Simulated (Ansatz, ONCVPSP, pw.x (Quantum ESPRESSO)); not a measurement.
## Si (Z = 14): does the ONCV potential hold in the solid?

```json
{
  "Element": "silicon",
  "Generator": "ONCVPSP 4.0.1.1 (patched build)",
  "Type": "optimised norm-conserving Vanderbilt (ONCV)",
  "Functional": "PBE",
  "Relativity": "scalar-relativistic",
  "Frozen core": "[Ne]",
  "Valence charge": "4",
  "Reference configuration": "3s2 3p2",
  "Partial waves": "3s: rc 1.70 bohr, ncon 3, nbas 6, qcut 4.6 1/bohr, 2 projectors, debl 3.8 Ha; 3p: rc 2.40 bohr, ncon 5, nbas 10, qcut 3.3 1/bohr, 2 projectors, debl 3.6 Ha; d scattering state at 0.12 Ha: rc 2.30 bohr, ncon 4, nbas 8, qcut 4 1/bohr, 1 projector",
  "Local potential": "polynomial inside 1.20 bohr (lpopt 1, dvloc0 6 Ha)",
  "Core correction": "Teter function, fcfact 5.5, rcfact 1.2"
}
```

Atomic tests: cutoffs needed: 7.9 Ha and 10 Ha (the cutoffs (Ha) at which the residual kinetic energy of the hardest occupied pseudo-wave falls to 1 and 0.1 mHa per electron); ghost test: no bound ghost flagged; no localised positive-energy state flagged; largest excitation error: +72 meV (all-electron minus pseudo) for 3s1 3p0, out of 4 test configurations.

Crystal test: diamond Si in pw.x 7.5, no spin, 8³ k-points, Fermi–Dirac smearing 0.01 Ry, cutoffs 50/200 Ry. The reference is all-electron LAPW (Ansatz 0.2.0) with the same functional, mesh and smearing; V0 and B0 come from Birch–Murnaghan fits to the pressures at five volumes. Errors are pseudo minus all-electron; Δ is the rms difference of the E(V) curves that follow from these fits, minima aligned, over ±6 % about the mean V0. Mesh and smearing are coarse, so the numbers serve the comparison and aren't converged zero-temperature values; the lattice is a test structure that the element need not adopt.

All-electron: a0 = 5.469 Å (V0 = 20.45 Å³/atom), B0 = 88.5 GPa.

How far does the potential miss the all-electron equation of state?

mean pressure error (GPa): +0.02; a0 (Å): 5.470; a0 error (%): +0.01; B0 error (%): -0.7; Δ (meV/atom): 0.1. The largest radius (2.40 bohr) exceeds half the bond length (2.24 bohr), so the spheres overlap, which is one possible source of error among others.

```
V (Å³/atom)  P all-electron (GPa)  P pseudo (GPa)
     19.440                  5.01            5.00
     19.951                  2.31            2.32
     20.463                 -0.05           -0.03
     20.975                 -2.12           -2.08
     21.486                 -3.93           -3.89
```

At the middle volume, how do free energy and pressure move when the wave cutoff is lowered (ecutrho kept at four times it)?

```
cutoff (Ry)  shift of F (meV/atom)  shift of P (GPa)
         22                   +3.7             -0.03
         30                   +1.7             +0.00
         40                   +0.7             +0.01
```

Input at the middle volume:

```
&control
  calculation='scf', prefix='x', pseudo_dir='./', outdir='./tmp', tstress=.true., disk_io='none'
/
&system
  ibrav=0, nat=2, ntyp=1, ecutwfc=50, ecutrho=200, nbnd=11,
  occupations='smearing', smearing='fd', degauss=0.01
/
&electrons
  conv_thr=1e-09, mixing_beta=0.4, electron_maxstep=70
/
ATOMIC_SPECIES
Si 1.0 Si.UPF
CELL_PARAMETERS angstrom
  0.00000000 2.73520428 2.73520428
  2.73520428 0.00000000 2.73520428
  2.73520428 2.73520428 0.00000000
ATOMIC_POSITIONS crystal
Si 0.0000 0.0000 0.0000
Si 0.2500 0.2500 0.2500
K_POINTS automatic
8 8 8 0 0 0
```

```bash
pw.x < Si.scf.in > Si.scf.out
```

Lines of the output:

```
Message from routine setup:
     using ibrav=0 with symmetry is DISCOURAGED, use correct ibrav instead
     lattice parameter (alat)  =       7.3098  a.u.
     unit-cell volume          =     276.1823 (a.u.)^3
     number of electrons       =         8.00
     number of Kohn-Sham states=           11
     kinetic-energy cutoff     =      50.0000  Ry
     charge density cutoff     =     200.0000  Ry
     scf convergence threshold =      1.0E-09
     Exchange-correlation= PBE
     number of k points=    29  Fermi-Dirac smearing, width (Ry)=  0.0100
     iteration #  1     ecut=    50.00 Ry     beta= 0.40
     total energy              =     -17.06442790 Ry
     estimated scf accuracy    <       0.05506128 Ry
     iteration #  2     ecut=    50.00 Ry     beta= 0.40
     total energy              =     -17.06185784 Ry
     estimated scf accuracy    <       0.01536614 Ry
     iteration #  3     ecut=    50.00 Ry     beta= 0.40
     total energy              =     -17.06256687 Ry
     estimated scf accuracy    <       0.00020867 Ry
     iteration #  4     ecut=    50.00 Ry     beta= 0.40
     total energy              =     -17.06258021 Ry
     estimated scf accuracy    <       0.00000139 Ry
     iteration #  5     ecut=    50.00 Ry     beta= 0.40
     total energy              =     -17.06258061 Ry
     estimated scf accuracy    <       0.00000011 Ry
     iteration #  6     ecut=    50.00 Ry     beta= 0.40
     total energy              =     -17.06258063 Ry
     estimated scf accuracy    <          7.3E-09 Ry
     iteration #  7     ecut=    50.00 Ry     beta= 0.40
     the Fermi energy is     6.2825 ev
!    total energy              =     -17.06258063 Ry
     estimated scf accuracy    <          6.1E-10 Ry
     smearing contrib. (-TS)   =      -0.00028010 Ry
     The total energy is F=E-TS. E is the sum of the following terms:
     one-electron contribution =       4.77150557 Ry
     hartree contribution      =       1.11600562 Ry
     xc contribution           =      -6.27495762 Ry
     ewald contribution        =     -16.67485410 Ry
     convergence has been achieved in   7 iterations
          total   stress  (Ry/bohr**3)                   (kbar)     P=       -0.27
     Message from routine punch:
     Nothing written, as per user request (disk_io='none')
```

The run at the middle volume (29 k-points, 7 iterations) took about 7.2 s on one core of a shared host (Neoverse-V2, 96 threads, 742 GiB, load 62).
